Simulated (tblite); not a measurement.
C₄H₉N.
Numbering: `[H]/[N:5]=[C:3](\[CH2:2][CH3:1])[CH3:4]` (hydrogens: H6, H7, H8 on C1; H9, H10 on C2; H11, H12, H13 on C4; H14 on N5)

Computed with GFN2-xTB (tblite), gas phase: Langevin dynamics at 300 K from the optimised GFN2-xTB geometry, time step 0.5 fs, friction 0.01 fs⁻¹, 2000 steps.

Start geometry:
```
atom  x, y, z in Å
C1      1.487   -0.752   -0.309
C2      0.747    0.318    0.497
C3     -0.606    0.596   -0.118
C4     -1.718   -0.310    0.307
N5     -0.857    1.500   -0.956
H6      2.476   -0.926    0.111
H7      0.939   -1.692   -0.297
H8      1.601   -0.435   -1.344
H9      1.341    1.236    0.502
H10     0.625   -0.021    1.528
H11    -1.435   -1.350    0.160
H12    -1.924   -0.164    1.367
H13    -2.613   -0.090   -0.266
H14    -0.064    2.090   -1.205
```

The statistics below take the 31 frames saved every 25 fs from 250 to 1000 fs; their kinetic temperature (all 3N coordinates) averages 293 K.

**Question.** How do the bond lengths spread?

**Answer.** 
```csv
bond,start (Å),mean (Å),standard deviation (Å),shortest (Å),longest (Å)
C1–C2,1.530,1.538,0.040,1.462,1.616
C2–C3,1.512,1.518,0.026,1.468,1.584
C3–C4,1.496,1.496,0.040,1.426,1.598
C3=N5,1.258,1.260,0.029,1.211,1.306
C1–H6,1.088,1.097,0.030,1.050,1.173
C1–H7,1.088,1.089,0.025,1.033,1.137
C1–H8,1.088,1.089,0.024,1.042,1.142
C2–H9,1.094,1.098,0.029,1.050,1.161
C2–H10,1.092,1.099,0.035,1.019,1.168
C4–H11,1.088,1.091,0.020,1.046,1.121
C4–H12,1.089,1.093,0.039,1.030,1.169
C4–H13,1.085,1.094,0.039,1.011,1.161
N5–H14,1.019,1.020,0.022,0.987,1.068
```

**Question.** Give the same statistics for bond angles, one of each kind.

**Answer.** 
| angle | start (°) | mean (°) | standard deviation (°) | smallest (°) | largest (°) |
| --- | --- | --- | --- | --- | --- |
| C2–C1–H6 | 110.4 | 110.7 | 3.4 | 104.4 | 119.5 |
| C2–C1–H7 | 110.8 | 111.8 | 4.3 | 103.2 | 118.7 |
| H6–C1–H7 | 108.4 | 106.6 | 3.2 | 101.2 | 113.5 |
| H6–C1–H8 | 108.6 | 108.6 | 3.3 | 102.9 | 116.8 |
| C1–C2–C3 | 110.3 | 111.1 | 4.3 | 104.1 | 121.7 |
| C1–C2–H9 | 109.1 | 108.6 | 4.7 | 99.1 | 118.0 |
| C3–C2–H9 | 109.5 | 110.4 | 3.6 | 103.3 | 119.1 |
| H9–C2–H10 | 108.5 | 107.6 | 2.8 | 100.5 | 113.6 |
| C2–C3–C4 | 116.0 | 116.2 | 3.2 | 106.8 | 122.5 |
| C2–C3–N5 | 125.5 | 124.9 | 2.7 | 119.7 | 130.4 |
| C4–C3–N5 | 118.5 | 118.6 | 3.1 | 112.6 | 128.0 |
| C3–C4–H11 | 110.3 | 110.7 | 4.7 | 102.3 | 121.6 |
| H11–C4–H12 | 108.0 | 107.0 | 4.5 | 96.3 | 116.8 |
| H11–C4–H13 | 109.7 | 108.7 | 4.3 | 96.5 | 115.9 |

**Question.** How far does each atom move about its mean position (frames aligned on the start, all atoms weighted alike), and what rms force does it feel?

**Answer.** 
```
atom  rms displacement (Å)  rms force (eV/Å)
  C1                  0.14              1.79
  C2                  0.12              1.78
  C3                  0.09              2.43
  C4                  0.13              2.30
  N5                  0.18              2.33
  H6                  0.23              0.99
  H7                  0.35              0.92
  H8                  0.33              0.90
  H9                  0.24              1.01
 H10                  0.27              1.17
 H11                  0.54              0.79
 H12                  0.57              1.28
 H13                  0.44              1.37
 H14                  0.27              0.94
```

The displacements run from 0.09 to 0.57 Å, the largest at H12.

**Question.** Follow the torsion C1–C2–C3–C4 through every second one of these frames.

**Answer.** 
```tsv
t (fs)	C1–C2–C3–C4 (°)
250	100
300	107
350	104
400	89
450	72
500	70
550	70
600	67
650	67
700	61
750	64
800	70
850	59
900	81
950	67
1000	75
```

Largest departure from the start value over all these frames: C1–C2–C3–C4 27° (start 86°).

**Question.** How widely does the potential energy scatter, against a harmonic estimate?

**Answer.** Mean 0.49 eV above the start, standard deviation 0.114 eV, range 0.23 to 0.69 eV. For 36 classical harmonic modes at 300 K the canonical values are 36kT/2 = 0.47 eV and kT·√(36/2) = 0.110 eV.

The run is classical and short, so these are rough statistics of one trajectory.

What follows is the cost of the whole dynamics run. On Arm Neoverse V2, one thread, no GPU, shared host with 96 logical CPUs at a one-minute load of 37, this took 5.6 s wall and 0.18 GiB of memory at its peak.
